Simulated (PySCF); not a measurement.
# C4H8O: calculation and literature

Cartesian coordinates in Å; atom numbers follow the order of the lines, from 1:
```xyz
13

C    -1.702   -0.048    0.655
C    -0.270   -0.519    0.439
C     0.549    0.498   -0.349
C     1.965    0.057   -0.573
O     2.447   -0.973   -0.196
H    -2.265   -0.789    1.216
H    -1.718    0.887    1.210
H    -2.201    0.111   -0.299
H    -0.268   -1.468   -0.100
H     0.213   -0.691    1.402
H     0.579    1.460    0.171
H     0.100    0.683   -1.329
H     2.567    0.794   -1.144
```

How the numbers were obtained: PBE0/pcSseg-1 with gauge-including orbitals, GFN2-xTB geometry, in PySCF 2.14.0 with density-fitted response routines (gas phase, one averaged value for each set of equivalent atoms, one computed conformer, non-relativistic Hamiltonian).

Reference values: measured (solution, not stated per compound (mostly CDCl3 or CCl4); Pretsch, Buehlmann, Badertscher, Structure Determination of Organic Compounds, 4th ed. (2009)).
| atoms | quantity | reference | computed | computed, scaled |
| --- | --- | --- | --- | --- |
| C3 | δ $^{13}$C | 45.7 | 52.9 | 49.4 |
| C2 | δ $^{13}$C | 15.7 | 19.1 | 16.4 |
| C1 | δ $^{13}$C | 13.3 | 15.6 | 13.0 |
| H11/H12 | δ $^{1}$H | 2.37 | 2.33 | 2.28 |
| H9/H10 | δ $^{1}$H | 1.64 | 1.60 | 1.60 |
| H6/H7/H8 | δ $^{1}$H | 0.97 | 0.99 | 1.02 |

Computed shifts are σ(ref) − σ with the named reference compound (TMS for H and C) calculated as an isolated molecule at the same level. The measured values may be among those fitted. Empirical linear scaling, fitted to shifts measured mostly in CDCl3 for H and C (δ vs TMS): $^{13}$C (scatter 2.1 ppm rms, 2.3 ppm with the 13 outliers that the fit left out); $^{1}$H (scatter 0.17 ppm rms, 0.18 ppm with the 4 outliers that the fit left out). A few per cent of atoms miss by over 2 rms, more outside the fitted compound classes.

Q: How far are the unscaled $^{13}$C shifts from the references?

A: Mean signed difference +4.30 ppm, mean absolute 4.30 ppm over 3 comparisons; the largest is +7.2 ppm at C3 (sp3 CH2 α to a carbonyl).

Q: How far are the unscaled $^{1}$H shifts from the references?

A: Mean signed difference -0.02 ppm, mean absolute 0.03 ppm over 3 comparisons; the largest is -0.04 ppm at H11/H12 (hydrogen on an sp3 CH2 α to a carbonyl).
